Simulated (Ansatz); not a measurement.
hcp Be was calculated with LDA in Ansatz (plane waves, PAW).

Settings: plane-wave cutoff 520 eV, 30×30×16 k mesh (along the axes of the cell as run), Fermi–Dirac smearing 0.05 eV, scalar-relativistic PAW data made under PBE.

Starting structure:

```
CELL_PARAMETERS angstrom
      2.29000     0.00000     0.00000
     -1.14500     1.98320     0.00000
      0.00000     0.00000     3.58000
ATOMIC_POSITIONS crystal
  Be 0.66667 0.33333 0.75000
  Be 0.33333 0.66667 0.25000
```

Into what structure does the relaxation of cell and atoms lead at this level, with the symmetry of the start kept?

The volume shrinks by 7.1 %; final space group P6_3/mmc.
```
CELL_PARAMETERS angstrom
      2.22813     0.00000     0.00000
     -1.11407     1.92962     0.00000
      0.00000     0.00000     3.51148
ATOMIC_POSITIONS crystal
  Be 0.66667 0.33333 0.75000
  Be 0.33333 0.66667 0.25000
```

Ansatz is a program for electronic structure.
